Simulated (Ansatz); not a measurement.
# NH− (quartet): from Hartree-Fock to the top rungs at distance N1–H2 = 3.716 Å, 6-31++G**

How much of the correlation energy of NH− (quartet) does each wave-function method recover here?

Program: Ansatz 0.2.0, Gaussian basis. Level of theory: 6-31++G**, core rule «outside noble gas», up to 1 orbitals frozen. These are calculated values, not measurements.

To be run: UHF; CCSD(T) on ROHF; CCSD(T) on UHF; BCCD(T) on ROHF; CISD as a restricted active space (open shells left free, so some higher excitations enter); CCSDT(Q) on ROHF; CCSDT(Q) on UHF; CASSCF and MRCISD+Q, 7 electrons in 5 orbitals; CASSCF and NEVPT4(SD), 7 electrons in 5 orbitals; CASSCF and NEVPT2, 7 electrons in 5 orbitals; Full CI.

13 further runs of the same task are left out: 12 that didn't finish, 1 set aside as unsound or not needed. Runs told in other sessions of the task aren't counted.

## 1. What is computed

The geometry derives from a PBE0/def2-TZVPD stationary point (not a proven minimum). One bond is set to the value named and the two fragments are kept rigid.

2 atoms, charge -1, spin multiplicity 4.

Atoms are counted from 1 here; the program's logs count them from 0.

No contacts short enough for the rule that draws bonds.

## 2. UHF

Input file in.yaml:

```yaml
crystal:
  periodic: [false, false, false]
  atoms:
    - {symbol: N, position_ang: [0.000000, 0.000000, 0.000000]}
    - {symbol: H, position_ang: [0.000000, 0.000000, 3.716000]}
basis:
  gaussian: {orbitals: "6-31++G**"}
total_charge: -1
magnetization: {spin_polarized: true, initial_magnetization: 3}
hamiltonian: {xc: hf}
output: {orbitals: {seedname: orbitals}}
```

Run with:

```console
$ ansatz run in.yaml --threads 1 --pin off --events-out ev --progress --plain --max-ram 2393MiB
```

The runs that follow: CCSD(T) on ROHF; CCSD(T) on UHF; BCCD(T) on ROHF; CISD as a restricted active space (open shells left free, so some higher excitations enter); CCSDT(Q) on ROHF; CCSDT(Q) on UHF; CASSCF and MRCISD+Q, 7 electrons in 5 orbitals; CASSCF and NEVPT4(SD), 7 electrons in 5 orbitals; CASSCF and NEVPT2, 7 electrons in 5 orbitals; Full CI.

**Question.** What will the summary of the whole plan be? Wanted: FCI from the RHF energy; RMP2 from FCI; UMP2 from FCI; RCCSD from FCI; RCCSD(T) from FCI; UCCSD(T) from FCI; RCCSDT(Q) from FCI; UCCSDT(Q) from FCI; NEVPT2 valence from FCI.

As calculated:

| quantity | value |
| --- | --- |
| FCI from the ROHF energy | -3.2742 eV |
| RMP2 from FCI | +72.7 kJ/mol |
| UMP2 from FCI | +71.6 kJ/mol |
| RCCSD from FCI | +4.1 kJ/mol |
| RCCSD(T) from FCI | +1.2 kJ/mol |
| UCCSD(T) from FCI | +0.8 kJ/mol |
| RCCSDT(Q) from FCI | -0.1 kJ/mol |
| UCCSDT(Q) from FCI | -0.4 kJ/mol |
| NEVPT2 valence from FCI | +86.2 kJ/mol |
| NEVPT4(SD) valence from FCI | +15.4 kJ/mol |
| MRCISD+Q valence from FCI | -0.6 kJ/mol |
| levels within 1 kcal/mol (43 meV) | RCCSD, UCCSD, RCCSD(T), UCCSD(T), BCCD(T), RCCSDT, UCCSDT, RCCSDT(Q), UCCSDT(Q), MRCISD+Q valence |
| T1 diagnostic | 0.032 |
| effectively unpaired electrons | 3.06 |

What this shows: RCCSD(T) lands +1.2 kJ/mol from the yardstick (0.4 % of the correlation energy). UCCSDT, UCCSDT(Q), MRCISD+Q valence fall below full CI: unrestricted runs freeze a spin-polarised core, another one than full CI's, and coupled cluster isn't variational. One determinant dominates. Of the multireference levels listed MRCISD+Q valence comes nearest in total energy (-0.6 kJ/mol), which doesn't show that its space is the better one. These misses are within one basis, not against nature; the frozen cores of restricted and unrestricted runs differ, which can shift their rows.

Levels on UHF freeze UHF's core orbitals, full CI those of ROHF, so the U rows can settle a little off it for that reason alone.

With open shells the CI space here admits some higher excitations, so it is larger than plain CISD.
